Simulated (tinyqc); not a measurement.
Inside a calculation. Method: UHF in the sto-6g basis, for CH3, spin multiplicity 2. One step of it, computed by the program tinyqc.

Problem. Iteration 10 (converged): orbitals. Diagonalise F' = X^T F X, C = X C', fill 5 alpha and 4 beta electrons from the bottom; D(s) = C_occ C_occ^T. Each column has its largest component positive (the first on a tie).

converged F(alpha) (hartree):
```
             1C 1s      1C 2s     1C 2px     1C 2py     1C 2pz      2H 1s      3H 1s      4H 1s
1C 1s   -11.156703  -2.877233   0.000000   0.000000   0.001398  -0.739628  -0.739982  -0.739982
1C 2s    -2.877233  -1.502807   0.000001   0.000000  -0.001806  -0.716587  -0.716806  -0.716806
1C 2px    0.000000   0.000001  -0.303756   0.000000   0.000001  -0.431121   0.215448   0.215448
1C 2py    0.000000   0.000000   0.000000  -0.303989   0.000000   0.000000  -0.373477   0.373477
1C 2pz    0.001398  -0.001806   0.000001   0.000000  -0.358415   0.030916   0.030928   0.030928
2H 1s    -0.739628  -0.716587  -0.431121   0.000000   0.030916  -0.438889  -0.215170  -0.215170
3H 1s    -0.739982  -0.716806   0.215448  -0.373477   0.030928  -0.215170  -0.439107  -0.215078
4H 1s    -0.739982  -0.716806   0.215448   0.373477   0.030928  -0.215170  -0.215078  -0.439107
```

converged F(beta) (hartree):
```
             1C 1s      1C 2s     1C 2px     1C 2py     1C 2pz      2H 1s      3H 1s      4H 1s
1C 1s   -11.124610  -2.841427   0.000000   0.000000   0.002128  -0.729957  -0.730307  -0.730307
1C 2s    -2.841427  -1.307334   0.000002   0.000000   0.046968  -0.670005  -0.670206  -0.670206
1C 2px    0.000000   0.000002  -0.222275   0.000000  -0.000003  -0.424369   0.212072   0.212072
1C 2py    0.000000   0.000000   0.000000  -0.222559   0.000000   0.000000  -0.367631   0.367631
1C 2pz    0.002128   0.046968  -0.000003   0.000000   0.330418   0.029661   0.029672   0.029672
2H 1s    -0.729957  -0.670005  -0.424369   0.000000   0.029661  -0.466382  -0.206176  -0.206176
3H 1s    -0.730307  -0.670206   0.212072  -0.367631   0.029672  -0.206176  -0.466566  -0.206083
4H 1s    -0.730307  -0.670206   0.212072   0.367631   0.029672  -0.206176  -0.206083  -0.466566
```

X:
```
                1          2          3          4          5          6          7          8
1C 1s   -0.314659   0.000000  -0.000072   0.926278   0.314701  -0.000085   0.000000   0.157996
1C 2s    1.469132   0.000000   0.000178  -0.038205   0.046882  -0.000125   0.000000   0.448623
1C 2px  -0.000079   0.000000   1.099836   0.000074   0.000022   0.611501   0.000000   0.000084
1C 2py   0.000000   1.100328   0.000000   0.000000   0.000000   0.000000   0.611369   0.000000
1C 2pz  -0.083813   0.000000  -0.000005  -0.333962   0.940976   0.000008   0.000000  -0.025294
2H 1s   -0.687589   0.000000  -1.014424  -0.154810  -0.052803   0.442066   0.000000   0.296315
3H 1s   -0.688093  -0.878606   0.506984  -0.154888  -0.052832  -0.221021   0.382826   0.296289
4H 1s   -0.688093   0.878606   0.506984  -0.154888  -0.052832  -0.221021  -0.382826   0.296289
```

Give: F' = X^T F X; orbital energies; coefficients C; F' = X^T F X; orbital energies; coefficients C; D(alpha) after iteration 10; D(beta) after iteration 10.

Solution.

F' = X^T F X (alpha) (hartree):
```
         1       2       3        4        5        6        7        8
1   0.4717  0.0000  0.0000   0.8606   0.2642  -0.0001   0.0000   0.0085
2   0.0000  0.7303  0.0000   0.0000   0.0000   0.0000   0.0328   0.0000
3   0.0000  0.0000  0.7298   0.0003   0.0001   0.0329   0.0000   0.0000
4   0.8606  0.0000  0.0003  -8.8534  -3.0312   0.0012   0.0000  -3.0584
5   0.2642  0.0000  0.0001  -3.0312  -1.4419   0.0004   0.0000  -1.1064
6  -0.0001  0.0000  0.0329   0.0012   0.0004  -0.5287   0.0000   0.0005
7   0.0000  0.0328  0.0000   0.0000   0.0000   0.0000  -0.5289   0.0000
8   0.0085  0.0000  0.0000  -3.0584  -1.1064   0.0005   0.0000  -1.9988
```

orbital energies (alpha) (hartree): MO1 -11.1599, MO2 -0.8974, MO3 -0.5298, MO4 -0.5296, MO5 -0.3607, MO6 0.5956, MO7 0.7307, MO8 0.7312

coefficients C (alpha):
```
            MO1      MO2      MO3      MO4      MO5      MO6      MO7      MO8
1C 1s    0.9950  -0.2242   0.0000   0.0000  -0.0141  -0.2013   0.0000   0.0000
1C 2s    0.0236   0.7203   0.0000   0.0000   0.0814   1.3554   0.0002   0.0000
1C 2px   0.0000   0.0000   0.0000   0.5826   0.0000  -0.0001   1.1154   0.0000
1C 2py   0.0000   0.0000   0.5825   0.0000   0.0000   0.0000   0.0000   1.1159
1C 2pz  -0.0005  -0.0016   0.0000   0.0000   0.9956  -0.1162   0.0000   0.0000
2H 1s   -0.0047   0.1875   0.0000   0.4684  -0.0340  -0.7422  -1.0026   0.0000
3H 1s   -0.0047   0.1876   0.4056  -0.2341  -0.0340  -0.7428   0.5010  -0.8683
4H 1s   -0.0047   0.1876  -0.4056  -0.2341  -0.0340  -0.7428   0.5010   0.8683
```

F' = X^T F X (beta) (hartree):
```
         1       2       3        4        5        6        7        8
1   0.5727  0.0000  0.0000   0.8358   0.2834  -0.0001   0.0000   0.1545
2   0.0000  0.7500  0.0000   0.0000   0.0000   0.0000   0.1107   0.0000
3   0.0000  0.0000  0.7495   0.0003   0.0001   0.1108   0.0000   0.0001
4   0.8358  0.0000  0.0003  -8.7582  -3.2428   0.0012   0.0000  -3.0463
5   0.2834  0.0000  0.0001  -3.2428  -0.8239   0.0004   0.0000  -1.0907
6  -0.0001  0.0000  0.1108   0.0012   0.0004  -0.5035   0.0000   0.0005
7   0.0000  0.1107  0.0000   0.0000   0.0000   0.0000  -0.5037   0.0000
8   0.1545  0.0000  0.0001  -3.0463  -1.0907   0.0005   0.0000  -1.9169
```

orbital energies (beta) (hartree): MO1 -11.1268, MO2 -0.7872, MO3 -0.5134, MO4 -0.5132, MO5 0.3323, MO6 0.6554, MO7 0.7592, MO8 0.7597

coefficients C (beta):
```
            MO1      MO2      MO3      MO4      MO5      MO6      MO7      MO8
1C 1s    0.9960  -0.2003   0.0000   0.0000  -0.0231  -0.2201  -0.0001   0.0000
1C 2s    0.0191   0.5802   0.0000   0.0000   0.1136   1.4189   0.0003   0.0000
1C 2px   0.0000   0.0000   0.0000   0.5130   0.0000  -0.0002   1.1491   0.0000
1C 2py   0.0000   0.0000   0.5130   0.0000   0.0000   0.0000   0.0000   1.1495
1C 2pz  -0.0006  -0.0285   0.0000   0.0000   0.9944  -0.1226   0.0000   0.0000
2H 1s   -0.0038   0.2607   0.0000   0.5291  -0.0289  -0.7200  -0.9720   0.0000
3H 1s   -0.0038   0.2608   0.4581  -0.2645  -0.0289  -0.7206   0.4856  -0.8418
4H 1s   -0.0038   0.2608  -0.4581  -0.2645  -0.0289  -0.7206   0.4856   0.8418
```

D(alpha) after iteration 10:
```
          1C 1s    1C 2s   1C 2px   1C 2py   1C 2pz    2H 1s    3H 1s    4H 1s
1C 1s    1.0405  -0.1392   0.0000   0.0000  -0.0142  -0.0463  -0.0463  -0.0463
1C 2s   -0.1392   0.5261   0.0000   0.0000   0.0799   0.1322   0.1323   0.1323
1C 2px   0.0000   0.0000   0.3394   0.0000   0.0000   0.2729  -0.1364  -0.1364
1C 2py   0.0000   0.0000   0.0000   0.3393   0.0000   0.0000   0.2362  -0.2362
1C 2pz  -0.0142   0.0799   0.0000   0.0000   0.9911  -0.0341  -0.0341  -0.0341
2H 1s   -0.0463   0.1322   0.2729   0.0000  -0.0341   0.2557  -0.0733  -0.0733
3H 1s   -0.0463   0.1323  -0.1364   0.2362  -0.0341  -0.0733   0.2557  -0.0733
4H 1s   -0.0463   0.1323  -0.1364  -0.2362  -0.0341  -0.0733  -0.0733   0.2557
```

D(beta) after iteration 10:
```
          1C 1s    1C 2s   1C 2px   1C 2py   1C 2pz    2H 1s    3H 1s    4H 1s
1C 1s    1.0320  -0.0972   0.0000   0.0000   0.0051  -0.0560  -0.0560  -0.0560
1C 2s   -0.0972   0.3370   0.0000   0.0000  -0.0165   0.1511   0.1512   0.1512
1C 2px   0.0000   0.0000   0.2632   0.0000   0.0000   0.2714  -0.1357  -0.1357
1C 2py   0.0000   0.0000   0.0000   0.2631   0.0000   0.0000   0.2350  -0.2350
1C 2pz   0.0051  -0.0165   0.0000   0.0000   0.0008  -0.0074  -0.0074  -0.0074
2H 1s   -0.0560   0.1511   0.2714   0.0000  -0.0074   0.3479  -0.0720  -0.0720
3H 1s   -0.0560   0.1512  -0.1357   0.2350  -0.0074  -0.0720   0.3478  -0.0719
4H 1s   -0.0560   0.1512  -0.1357  -0.2350  -0.0074  -0.0720  -0.0719   0.3478
```
